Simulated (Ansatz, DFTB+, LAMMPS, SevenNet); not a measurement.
## How well does each level of theory give the c axis length of hcp Re?

Reference value: 4.458 Å (measured, 293 K, not corrected to a static lattice; as tabulated in Wikipedia's data pages).

```tsv
level (code)	value (Å)	difference (%)
Lennard-Jones uff-vdw (LAMMPS)	4.687	+5.14
GFN1-xTB (DFTB+)	4.692	+5.25
SevenNet-l3i5 (SevenNet)	4.496	+0.85
LDA (Ansatz)	4.416	-0.94
PBE (Ansatz)	4.482	+0.54
PBEsol (Ansatz)	4.442	-0.36
PBE-D3(BJ) (Ansatz)	4.452	-0.13
PBE-D4 (Ansatz)	4.453	-0.11
rVV10 (Ansatz)	4.516	+1.30
r²SCAN (Ansatz)	4.461	+0.07
r²SCAN+SOC (Ansatz)	4.460	+0.04
HSE06 (Ansatz)	4.454	-0.09
```

Leaving aside Lennard-Jones uff-vdw, which can be fitted to such values or carry a doubt: The reference is not for a static lattice or low temperature, so close values are not ranked against it. Off by more than 1.75 % (a bound picked here): GFN1-xTB (+5.25 %).

The reference has no zero-point or thermal correction, while the calculations are for a static lattice, so the differences are not the levels' errors alone. A static lattice is as a rule a little smaller than the measured one.  Density-functional levels without +SOC have no spin–orbit coupling. Lennard-Jones uff-vdw: this is a force field's van der Waals term alone, without bonds or charges. GFN1-xTB: the method was fitted mainly to molecules. Cutoffs and k meshes differ between the levels. Ansatz's density-functional and Hartree–Fock values are scalar-relativistic unless marked +SOC, with PAW data made under PBE.

Machine-learned potentials (SevenNet-l3i5) are trained on DFT data, which may include these solids.

Differences are worked out from the printed values.

Ansatz is an electronic-structure program.
